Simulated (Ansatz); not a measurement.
C3H5NO2 can be A, `N/C=C\OC=O`, or B, `CC1N=C(O)O1`.

Isolated molecules relaxed with PBE0-D4/def2-TZVP in Ansatz; ΔE leaves out vibrations. CCSD(T)/CBS adds triple-zeta CCSD(T) − MP2 to the extrapolated MP2 energy (def2 sets, frozen cores). Functionals use def2-TZVPP. B3LYP here is the variant with VWN-RPA as its local correlation; programs differ in this. One conformer a species, not always the lowest.

**Question.** Which isomer does CCSD(T)/CBS put lower? Give the gap. (An estimate is asked.)

**Answer.** The calculation gave: A, by 28.3 kJ/mol.

**Question.** Give E(B) − E(A) in kJ/mol with B2PLYP, CCSD/def2-TZVPP, MP2/def2-TZVPP, CCSD(T)/def2-SVP, LDA (SPW92), B3LYP-D4, B3LYP. (An estimate is asked.)

**Answer.** Computed: B2PLYP 42.0, CCSD/def2-TZVPP 24.1, MP2/def2-TZVPP 17.7, CCSD(T)/def2-SVP 29.2, LDA (SPW92) 26.9, B3LYP-D4 52.1, B3LYP 53.9. None reverses the order clearly.

**Question.** Does the order hold for the free energy at 298.15 K (harmonic terms from PBE0-D4)? (Best estimate.)

**Answer.** The calculation gave: Yes: G(B) − G(A) = +34.3 kJ/mol, for one conformer each. Modes under 60 cm⁻¹, often nearly free rotors, make the harmonic entropy too high.

Largest T1 diagnostic: 0.015.

From r2SCAN to r2SCAN0 (25 % exact exchange), in def2-TZVPP and without D4, E(B) − E(A) moves by −9.6 kJ/mol. In def2-TZVPP, CCSD(T) changes the Hartree–Fock value by −15.7 kJ/mol (the triples alone add −0.2 kJ/mol) and MP2 by −21.9 kJ/mol.
